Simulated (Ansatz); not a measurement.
How far each method lies from full CI for AlH2⁺, triplet

Geometry: a point of a stretch scan, not a stationary point.

```json
{"atom": "Al", "x (Å)": "0.0000", "y (Å)": "-0.0030", "z (Å)": "-0.1070"}
{"atom": "H", "x (Å)": "0.0000", "y (Å)": "0.9827", "z (Å)": "1.5021"}
{"atom": "H", "x (Å)": "0.0000", "y (Å)": "-0.9026", "z (Å)": "1.3616"}
```

Basis cc-pVQZ; Ansatz 0.2.0. Only valence electrons are correlated (noble-gas cores frozen), which leaves 4 electrons in 114 orbitals. R marks a restricted (for open shells ROHF) determinant, U an unrestricted one. Active spaces: valence = (4e, 6o) chosen from the atoms' valence shells.

Full CI is exact within this basis and frozen core; it isn't the basis-set limit. The frozen core follows each run's orbitals, which can shift R against U totals by a few meV.

* UHF ⟨S²⟩: 2.043
* T1 diagnostic (RCCSD): 0.0533
* largest doubles amplitude (RCCSD): 0.075
* T1 diagnostic (UCCSD): 0.0295

| level | E − E(full CI) (kJ/mol) | share of correlation (%) | wall time |
| --- | --- | --- | --- |
| RHF | 187.5 | 0.00 | – |
| UHF | 160.5 | 14.38 | – |
| RMP2 | 48.1 | 74.33 | – |
| UMP2 | 46.9 | 75.01 | – |
| RCCSD | 6.0 | 96.83 | – |
| UCCSD | 4.9 | 97.41 | – |
| RCCSD(T) | 1.4 | 99.26 | 4.8 s (H100) |
| UCCSD(T) | 1.2 | 99.34 | 6.5 s (H100) |
| BCCD(T) | 1.4 | 99.26 | 7.5 s (H100) |
| RCCSDT | 0.1 | 99.96 | – |
| UCCSDT | -0.1 | 100.05 | – |
| RCCSDT(Q) | 0.0 | 99.99 | 10 s (H100) |
| UCCSDT(Q) | -0.1 | 100.07 | 10 s (H100) |
| CASSCF (valence space) | 84.9 | 54.70 | – |
| NEVPT2 (valence space) | 22.4 | 88.06 | 4.9 s (H100) |
| MRCISD (valence space) | 2.5 | 98.69 | – |
| MRCISD+Q (valence space) | 0.7 | 99.64 | 5.5 s (H100) |

The correlation energy at full CI, counted from RHF, is -1.943 eV. That run took 2 min on 2 threads of AMD EPYC 7R13 with a shared H100 80 GB, shared host over 20,878,961 determinants.

Times hold each run's SCF and search for its determinant on a shared host, so for small cases they say little of a method's own cost.

The full-CI state has the irrep A' of Cs, in the program's axes.

Natural occupations of full CI about the gap: 1.921 0.997 0.984 0.028 0.024 0.016 0.009 0.004 0.004 0.003; effectively unpaired electrons, Σ n²(2−n)², 2.03.
